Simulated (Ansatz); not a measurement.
A nudged elastic band was laid between two geometries of FH3Si + HO (7 atoms, charge 0, multiplicity 2).

Method: UHF/def2-SVP in Ansatz.

```yaml
movable_images: 5
climbing_image: yes
spring: 5.0 eV/Å²
optimiser: quadratic models (default)
start_path: through a guess of the saddle point
force_threshold: 0.03 eV/Å
iteration_limit: 60
end_points: relaxed
```

Initial state:

```xyz
7
Properties=species:S:1:pos:R:3
Si -0.011 0.010 -0.305
H -0.033 -0.122 1.162
F 1.518 -0.132 -0.797
H -0.508 1.334 -0.721
H -0.798 -1.064 -0.938
O -0.718 -0.222 4.100
H 0.158 -0.605 4.084
```

Final state:

```xyz
7
Properties=species:S:1:pos:R:3
Si 0.446 -0.111 -0.230
H -0.231 0.619 3.130
F 0.954 -0.138 -1.774
H -0.350 1.123 -0.070
H -0.358 -1.335 -0.033
O -0.377 -0.089 2.520
H -0.474 -0.870 3.044
```

Problem. What changes between the two ends?

Solution. Bonds broken: Si1–H2. Bonds formed: H2–O6. FH3Si + HO becomes FH2Si + H2O.

Problem. Give the energies along the band, and the barrier.

Solution. It converged. The highest image is number 3 of 0 to 6, 1.02 eV above the first end and 1.46 eV above the last; the last end lies 0.43 eV below the first. Neighbouring images differ by up to 1.2 eV, so the band resolves the path poorly. A vibrational analysis at the climbing image gives 2 clearly imaginary modes (2599i, 54i cm⁻¹): a point of higher order. A lower path may pass nearby, or the ends, which weren't checked, may share the extra mode.

| image | path coordinate (Å) | energy (eV) | Si1–H2 (Å) | H2–O6 (Å) |
| --- | --- | --- | --- | --- |
| 0 | 0.00 | 0.00 | 1.47 | 3.02 |
| 1 | 0.80 | 0.01 | 1.47 | 2.86 |
| 2 | 1.59 | 0.09 | 1.47 | 2.22 |
| 3 | 2.39 | 1.02 | 1.67 | 1.25 |
| 4 | 3.53 | -0.21 | 2.79 | 0.94 |
| 5 | 4.67 | -0.33 | 3.38 | 0.95 |
| 6 | 5.81 | -0.43 | 3.50 | 0.95 |

Problem. What is the geometry of the highest image?

Solution. 
```xyz
7
Properties=species:S:1:pos:R:3
Si -0.070 -0.006 0.060
H -0.194 0.066 1.720
F 1.471 -0.261 -0.341
H -0.507 1.271 -0.532
H -0.870 -1.142 -0.430
O -0.458 -0.060 2.939
H 0.237 -0.669 3.170
```

Time of the run: 110 s on 1 thread of Intel(R) Xeon(R) 6975P-C (Granite Rapids), with other jobs on the host, peak memory 0.17 GiB.
